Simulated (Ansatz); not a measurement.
The input, for Ansatz 0.2.0:

```yaml
crystal:
  periodic: [false, false, false]
  atoms:
    - {symbol: C, position_ang: [0.000000, -0.050998, 0.000000]}
    - {symbol: H, position_ang: [0.000000, 0.303848, -1.054405]}
    - {symbol: H, position_ang: [0.000000, 0.303848, 1.054405]}
basis:
  gaussian: {orbitals: def2-mTZVP}
magnetization: {spin_polarized: true, initial_magnetization: 0}
correlation: {method: ccsdt_q_b, electrons: outside_noble_gas, diis_vectors: 1}
```

```sh
$ ansatz run in.yaml --threads 1 --pin off --events-out ev --progress --plain --max-ram 2393MiB
```

Log:

```
412 factors; integrals over basis functions are off by at most 1.4e-7 eV
mean field evaluation 1: about -1056.8911 eV, gradient 7.2e0 eV
mean field evaluation 2: about -1056.8906 eV, gradient 7.2e0 eV
mean field evaluation 4: about -1057.2657 eV, gradient 4.6e-1 eV
mean field evaluation 8: about -1057.2688 eV, gradient 7.5e-4 eV
mean field evaluation 16: about -1058.4162 eV, gradient 1.1e-2 eV
mean field evaluation 32: about -1057.2688 eV, gradient 2.0e-5 eV
mean field evaluation 64: about -1058.3055 eV, gradient 3.3e-1 eV
mean field evaluation 96: about -1055.9148 eV, gradient 5.2e-1 eV
mean field evaluation 128: about -1058.4155 eV, gradient 4.8e-2 eV
mean field evaluation 160: about -1057.2688 eV, gradient 1.7e-4 eV
...
cycle  40  -3.81157913 eV  change   -1.5e-6 eV  update   6.4e-7
cycle  41  -3.81157958 eV  change   -4.5e-7 eV  update   5.0e-7
cycle  42  -3.81158009 eV  change   -5.1e-7 eV  update   4.1e-7
cycle  43  -3.81157980 eV  change    2.9e-7 eV  update   4.4e-7
cycle   1  -3.81158071 eV  update   7.6e-7
cycle   2  -3.81158308 eV  change   -2.4e-6 eV  update   6.9e-7
cycle   3  -3.81158711 eV  change   -4.0e-6 eV  update   5.0e-7
cycle   4  -3.81158915 eV  change   -2.0e-6 eV  update   2.8e-7
cycle   5  -3.81159036 eV  change   -1.2e-6 eV  update   1.7e-7
cycle   6  -3.81159079 eV  change   -4.3e-7 eV  update   9.9e-8
perturbative correction -0.02096756 eV, -0.0007705434 hartree
WARN: the results are in doubt because among natural orbitals full CI differs from the method by +1.573 eV
Total energy: -1062.24879073 eV, -39.0369230412 hartree
In doubt: among natural orbitals full CI differs from the method by +1.573 eV
```

Ran on 1 thread of Arm Neoverse V1, shared host: 10 s wall, 0.14 GiB peak host memory.
